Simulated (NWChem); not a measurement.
# MgSH (SMILES [Mg][SH]): levels of theory compared

Wanted: a comparison of 6 runs (UHF/STO-3G, UHF/3-21G, UTPSS/def2-TZVP, UMP2/6-311+G**, UCCSD(T)/pcseg-1, UCCSD(T)/6-31+G*) of MgSH. 

Program for the calculation: NWChem 7.3.0.

### 1 Starting point

MgSH: 3 atoms, total charge 0, spin state doublet. As SMILES, `[Mg][SH]`. The shape is that of a PBE0-D4/def2-TZVP optimisation.

Bond lengths: Mg1–S2 2.325 Å, S2–H3 1.346 Å. Angles: Mg1–S2–H3 91.4°.

### 2 Energy and forces at UHF/STO-3G (run 1)

Input file nw.nw:

```
start nw
memory total 2200 mb

geometry units angstrom noautosym nocenter noautoz
 Mg    1.366100   -0.566400    0.678300
 S    -0.680600   -0.418400   -0.415200
 H    -0.696400    0.920100   -0.276400
end

basis spherical bse
 * library STO-3G
end

scf
 nopen 1
 uhf
 thresh 1e-08
 maxiter 80
end

task scf gradient
```

The run is started by

```bash
$ nwchem nw.nw > nw.out
```

Standard output:

```text
[...]
  functions       =    19
[...]
  wavefunction    = UHF
[...]
         Total SCF energy =   -590.820016093361
      One electron energy =   -932.533595636827
      Two electron energy =    289.388088425801
 Nuclear repulsion energy =     52.325491117665
                       Sz =      0.5000
                 Sz(Sz+1) =      0.7500
                      S^2 =      0.7553
[...]
                         UHF ENERGY GRADIENTS
    atom               coordinates                        gradient
                 x          y          z           x          y          z
   1 Mg      2.581555  -1.070341   1.281801    0.032442  -0.001194   0.017460
   2 S      -1.286148  -0.790661  -0.784614   -0.034080  -0.009353  -0.019509
   3 H      -1.316005   1.738737  -0.522320    0.001637   0.010547   0.002049
[...]
```

It took 1.5 s on 1 thread of Intel Xeon Platinum 8559C (Emerald Rapids), shared host; peak memory 0.096 GiB.

### 3 Energy and forces at UHF/3-21G (run 2)

Input file geom.nw:

```
start geom
title "HMgS"
memory total 2200 mb

geometry units atomic noautosym nocenter noautoz
  Mg     2.58155486    -1.07034088     1.28180123
  S     -1.28614760    -0.79066141    -0.78461429
  H     -1.31600527     1.73873701    -0.52232030
end

basis "ao basis" spherical bse
  * library 3-21G
end

scf
  doublet
  uhf
  thresh 1e-08
  maxiter 80
end

task scf gradient
```

The run is started by

```bash
$ nwchem geom.nw > geom.out
```

Standard output:

```text
[...]
  functions       =    28
[...]
  wavefunction    = UHF
[...]
         Total SCF energy =   -594.642247884495
      One electron energy =   -931.104402995093
      Two electron energy =    284.136667788158
 Nuclear repulsion energy =     52.325487322439
                       Sz =      0.5000
                 Sz(Sz+1) =      0.7500
                      S^2 =      0.7529
[...]
                         UHF ENERGY GRADIENTS
    atom               coordinates                        gradient
                 x          y          z           x          y          z
   1 Mg      2.581555  -1.070341   1.281801   -0.014783   0.004747  -0.007493
   2 S      -1.286148  -0.790661  -0.784614    0.009059   0.003625   0.005312
   3 H      -1.316005   1.738737  -0.522320    0.005723  -0.008372   0.002182
[...]
```

It took 1.6 s on 1 thread of Intel Xeon Platinum 8559C (Emerald Rapids), shared host; peak memory 0.099 GiB.

Runs 3 to 5 aren't shown in full; the table further down has their settings and results.

### 4 The energy at UCCSD(T)/6-31+G(d) (spherical functions) (run 6)

Input file m1.nw:

```
start m1
title "HMgS energy"
memory stack 880 mb heap 220 mb global 1100 mb

geometry units au noautosym nocenter noautoz
 Mg   2.58155486  -1.07034088   1.28180123
 S   -1.28614760  -0.79066141  -0.78461429
 H   -1.31600527   1.73873701  -0.52232030
end

basis "ao basis" spherical bse
 * library 6-31+G*
end

scf
 doublet
 uhf
 thresh 1e-08
 maxiter 80
end

tce
 scf
 ccsd(t)
 freeze core 6
 maxiter 60
end

task tce energy
```

The run is started by

```bash
$ nwchem m1.nw > m1.out
```

Standard output:

```text
[...]
  functions       =    46
[...]
  wavefunction    = UHF
[...]
         Total SCF energy =   -597.718382695022
      One electron energy =   -934.635116094901
      Two electron energy =    284.591246077440
 Nuclear repulsion energy =     52.325487322439
                       Sz =      0.5000
                 Sz(Sz+1) =      0.7500
                      S^2 =      0.7527
[...]
         Wavefunction type : Unrestricted Hartree-Fock
          No. of electrons :    29
[...]
         Spin multiplicity : doublet
[...]
 CCSD total energy / hartree       =      -597.877248823064406
[...]
 CCSD[T] total energy / hartree       =      -597.882277815292809
[...]
 CCSD(T) total energy / hartree       =      -597.882118462846279
[...]
```

Run time: 14 s. Hardware: 1 thread of Intel Xeon Platinum 8559C (Emerald Rapids), shared host; peak memory 0.22 GiB.

### 5 Overview of the runs

| run | level | iteration cap | module | energy (Eh) | dipole moment (D) | HOMO energy (eV) | LUMO energy (eV) | wall time |
| --- | --- | --- | --- | --- | --- | --- | --- | --- |
| 1 | UHF/STO-3G | 80 | scf | -590.820016 | 5.34 | -2.72 | 8.37 | 1.5 s |
| 2 | UHF/3-21G | 80 | scf | -594.642248 | 3.97 | -7.64 | 0.04 | 1.6 s |
| 3 | UTPSS/def2-TZVP | 100 | dft | -598.938684 | 2.52 | -4.63 | -3.79 | 29 s |
| 4 | UMP2/6-311+G** | 80 | mp2 | -598.023142 | 2.95 | -7.55 | -0.16 | 17 s |
| 5 | UCCSD(T)/pcseg-1 | 80 | tce | -597.854213 | – | – | – | 4.8 s |
| 6 | UCCSD(T)/6-31+G* (spherical functions) | 80 | tce | -597.882118 | – | -7.55 | -0.17 | 14 s |

### 6 Outcome

```
                                                         quantity          value
                                              run 6: total energy  -597.88212 Eh
run 6: HOMO energy (Hartree–Fock orbitals) (highest over α and β)       -7.55 eV
 run 6: LUMO energy (Hartree–Fock orbitals) (lowest over α and β)       -0.17 eV
               run 6: correlation energy (6 core orbitals frozen)     -163.7 mEh
                                            run 6: (T) correction      -4.87 mEh
                         run 6: ⟨S²⟩ of the reference determinant          0.753
```

In words: Over runs 1, 2, 3, 4 the dipole moment (its size) runs from 2.52 D (UTPSS/def2-TZVP) to 5.34 D (UHF/STO-3G). The two ends differ in method and basis. In run 1 the basis is minimal, so the values are rough. All runs together took 67 s, the longest 29 s.
